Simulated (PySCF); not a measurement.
Name the molecule from its bond curve

A diatomic of charge +1 contains O. Its singlet curve at r²SCAN in a double-zeta basis (no relativity, PySCF), in eV from the separated fragments:

(R (Å), E (eV)): (0.917, -7.581), (0.959, -9.162), (1.002, -10.063), (1.034, -10.401), (1.066, -10.517), (1.098, -10.458), (1.141, -10.175), (1.194, -9.592), (1.258, -8.686), (1.343, -7.322)

The fit gives ωe = 2448 cm⁻¹ and the rotational constant Bₑ = 1.972 cm⁻¹.

**Question.** Which atom is the partner?

**Answer.** The minimum lies at 1.070 Å, so the reduced mass is 16.8576 u Å² cm⁻¹/(Bₑ·Re²) = 7.467 u. With O at 15.99 u the partner weighs about 14.0 u: N. The molecule is NO⁺.
